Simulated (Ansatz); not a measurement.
Relaxation of C$_{2}$H$_{8}$Si (11 atoms, charge 0, multiplicity 1), to a largest force component of 0.02 eV/Å in at most 40 steps.

These are results of RKS PBE-D4/6-31G in Ansatz 0.2.0, not measurements.

```xyz
11
Properties=species:S:1:pos:R:3:forces:R:3
Si 0.000 0.000 0.000 0.17 -0.19 -0.11
H 0.000 0.000 1.460 -0.04 0.09 1.09
C 1.763 0.000 -0.623 0.84 0.18 -0.22
H 2.111 -1.046 -0.751 0.08 0.29 0.01
H 1.812 0.528 -1.598 0.20 -0.19 0.21
H 2.415 0.519 0.111 0.05 -0.13 -0.34
H -0.688 1.191 -0.486 -0.53 0.96 -0.23
C -0.881 -1.526 -0.623 -0.61 -0.70 -0.27
H -1.380 -2.038 0.226 0.02 -0.04 -0.37
H -1.641 -1.233 -1.377 0.13 -0.32 0.15
H -0.145 -2.215 -1.088 -0.31 0.04 0.09
```

Where does it end, and by what steps?

The run converged. The force dipped under the threshold on the way, but the program's further checks kept it going. Limits of this set-up: no polarisation functions. After 12 steps the energy has fallen by 0.243 eV; H9 moved furthest, 0.79 Å.

```json
{"step": "0", "energy less start (eV)": "0.0000", "largest force component (eV/Å)": "1.090", "accepted": "yes"}
{"step": "1", "energy less start (eV)": "-0.1598", "largest force component (eV/Å)": "0.512", "accepted": "yes"}
{"step": "2", "energy less start (eV)": "-0.1842", "largest force component (eV/Å)": "0.255", "accepted": "yes"}
{"step": "3", "energy less start (eV)": "-0.2098", "largest force component (eV/Å)": "0.038", "accepted": "yes"}
{"step": "4", "energy less start (eV)": "-0.2054", "largest force component (eV/Å)": "0.502", "accepted": "no"}
{"step": "5", "energy less start (eV)": "-0.2204", "largest force component (eV/Å)": "0.032", "accepted": "yes"}
{"step": "6", "energy less start (eV)": "-0.2282", "largest force component (eV/Å)": "0.142", "accepted": "yes"}
{"step": "7", "energy less start (eV)": "-0.2321", "largest force component (eV/Å)": "0.329", "accepted": "yes"}
{"step": "8", "energy less start (eV)": "-0.2238", "largest force component (eV/Å)": "0.460", "accepted": "no"}
{"step": "9", "energy less start (eV)": "-0.2415", "largest force component (eV/Å)": "0.041", "accepted": "yes"}
{"step": "10", "energy less start (eV)": "-0.2430", "largest force component (eV/Å)": "0.009", "accepted": "yes"}
{"step": "11", "energy less start (eV)": "-0.2432", "largest force component (eV/Å)": "0.057", "accepted": "yes"}
{"step": "12", "energy less start (eV)": "-0.2435", "largest force component (eV/Å)": "0.013", "accepted": "yes"}
```

```xyz
11
Properties=species:S:1:pos:R:3
Si 0.060 -0.102 0.121
H 0.233 -0.359 1.609
C 1.785 0.088 -0.705
H 2.372 -0.838 -0.589
H 1.678 0.299 -1.782
H 2.348 0.916 -0.243
H -0.716 1.198 -0.022
C -0.946 -1.538 -0.665
H -1.931 -1.636 -0.178
H -1.109 -1.354 -1.741
H -0.407 -2.494 -0.554
```

Whether the end is a true minimum wasn't checked by a vibrational analysis.

Time of the run: 24 s on 1 thread of Arm Neoverse V2 (shared host), peak memory 0.11 GiB.
